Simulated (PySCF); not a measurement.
Structure with atom numbers: `[CH3:1][O:2][c:3]1[cH:4][cH:5][cH:6][cH:7][cH:8]1`. Each H is labelled by its parent atom.

GIAO shifts from PySCF 2.14.0 with density-fitted response routines on PBE0-D3(BJ)/def2-TZVP geometries (one conformer, non-relativistic, equivalent nuclei averaged), against TMS at the same level and in the same medium; PCM means IEF-PCM chloroform.

Measured (solution, not stated per compound (mostly CDCl3 or CCl4); Pretsch, Buehlmann, Badertscher, Structure Determination of Organic Compounds, 4th ed. (2009); solution, not stated in the table (CDCl3 in this author's series); The use of chemical shift calculations in the conformational analysis of substituted benzenes, New J. Chem. 2019 (ESI)): C1 54.8, H(C4)/H(C8) 6.90, H(C5)/H(C7) 7.28, H(C6) 6.93, H(C1) 3.73 ppm.

Q: Which unscaled values do B97-2/pcSseg-2, gas; WP04/pcSseg-2, PCM; wB97X-D/pcSseg-2, PCM give, and how close are they?

A: 
| atoms | measured | B97-2/pcSseg-2, gas | WP04/pcSseg-2, PCM | wB97X-D/pcSseg-2, PCM |
| --- | --- | --- | --- | --- |
| C1 | 54.8 | 56.7 | 59.7 | 58.1 |
| H(C4)/H(C8) | 6.90 | 7.11 | 7.01 | 7.35 |
| H(C5)/H(C7) | 7.28 | 7.55 | 7.40 | 7.82 |
| H(C6) | 6.93 | 7.16 | 7.05 | 7.38 |
| H(C1) | 3.73 | 3.76 | 3.79 | 3.87 |

Mean absolute error for ¹³C: B97-2/pcSseg-2, gas 1.9, WP04/pcSseg-2, PCM 4.9, wB97X-D/pcSseg-2, PCM 3.3 ppm.

Mean absolute error for ¹H: B97-2/pcSseg-2, gas 0.18, WP04/pcSseg-2, PCM 0.10, wB97X-D/pcSseg-2, PCM 0.39 ppm.

The carbons averaged at δ 118.5 differ by 10 ppm in this conformer.
